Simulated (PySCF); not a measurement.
Difluoromethane, CH2F2.
SMILES: `FCF`

The calculation used TDDFT B3LYP/def2-SVPD, vertical, gas phase, core orbitals frozen in the response in PySCF. Geometry: GFN2-xTB; no solvent, vibrations or thermal averaging.

Broadening: Gaussians 0.4 eV wide at half height, area fixed by f = 4.319×10⁻⁹ ∫ε dν̃. The width is an assumption, not a result. The curve ends short of the highest state used, and states not computed would add to its high-energy end.

```json
{"E (eV)": "8.49", "ε (L mol⁻¹ cm⁻¹)": "5"}
{"E (eV)": "8.58", "ε (L mol⁻¹ cm⁻¹)": "26"}
{"E (eV)": "8.67", "ε (L mol⁻¹ cm⁻¹)": "109"}
{"E (eV)": "8.76", "ε (L mol⁻¹ cm⁻¹)": "346"}
{"E (eV)": "8.86", "ε (L mol⁻¹ cm⁻¹)": "900"}
{"E (eV)": "8.95", "ε (L mol⁻¹ cm⁻¹)": "1581"}
{"E (eV)": "9.04", "ε (L mol⁻¹ cm⁻¹)": "2096"}
{"E (eV)": "9.13", "ε (L mol⁻¹ cm⁻¹)": "2100"}
{"E (eV)": "9.22", "ε (L mol⁻¹ cm⁻¹)": "1588"}
{"E (eV)": "9.32", "ε (L mol⁻¹ cm⁻¹)": "838"}
{"E (eV)": "9.41", "ε (L mol⁻¹ cm⁻¹)": "350"}
{"E (eV)": "9.50", "ε (L mol⁻¹ cm⁻¹)": "111"}
{"E (eV)": "9.59", "ε (L mol⁻¹ cm⁻¹)": "26"}
{"E (eV)": "9.69", "ε (L mol⁻¹ cm⁻¹)": "4"}
{"E (eV)": "9.78", "ε (L mol⁻¹ cm⁻¹)": "1"}
{"E (eV)": "9.87", "ε (L mol⁻¹ cm⁻¹)": "6"}
{"E (eV)": "9.96", "ε (L mol⁻¹ cm⁻¹)": "33"}
{"E (eV)": "10.06", "ε (L mol⁻¹ cm⁻¹)": "147"}
{"E (eV)": "10.15", "ε (L mol⁻¹ cm⁻¹)": "441"}
{"E (eV)": "10.24", "ε (L mol⁻¹ cm⁻¹)": "1071"}
{"E (eV)": "10.33", "ε (L mol⁻¹ cm⁻¹)": "2152"}
{"E (eV)": "10.43", "ε (L mol⁻¹ cm⁻¹)": "3827"}
{"E (eV)": "10.52", "ε (L mol⁻¹ cm⁻¹)": "5386"}
{"E (eV)": "10.61", "ε (L mol⁻¹ cm⁻¹)": "6382"}
{"E (eV)": "10.70", "ε (L mol⁻¹ cm⁻¹)": "6368"}
{"E (eV)": "10.80", "ε (L mol⁻¹ cm⁻¹)": "5254"}
{"E (eV)": "10.89", "ε (L mol⁻¹ cm⁻¹)": "3767"}
{"E (eV)": "10.98", "ε (L mol⁻¹ cm⁻¹)": "2312"}
{"E (eV)": "11.07", "ε (L mol⁻¹ cm⁻¹)": "1198"}
{"E (eV)": "11.17", "ε (L mol⁻¹ cm⁻¹)": "478"}
```

Question: Locate the maxima and give the states behind the curve.

Answer: 136 nm (9.09 eV), ε about 2200, made up of S1 (100%); 116 nm (10.65 eV), ε about 6500, made up of S4 (74%) and S5 (17%) (ε in L mol⁻¹ cm⁻¹; maxima over ε = 5, shares over 10%). The states used: S1 9.09 eV (f 0.032); S2 9.91 eV (f 0.0000); S3 10.43 eV (f 0.020); S4 10.63 eV (f 0.072); S5 10.85 eV (f 0.033); S6 11.20 eV (f 0.0009); S7 11.42 eV (f 0.0000); S8 11.77 eV (f 0.019).

Question: Coming from long wavelengths, where does ε first pass 100 L mol⁻¹ cm⁻¹?

Answer: At about 143 nm (8.66 eV), 0.42 eV below S1.

Question: What would ε be at 10.65 eV, the highest of these maxima, with half the width (0.2 eV)?

Answer: About 9890 L mol⁻¹ cm⁻¹ against 6510, a factor of about 1.5; a lone state at its own centre would give exactly 2.
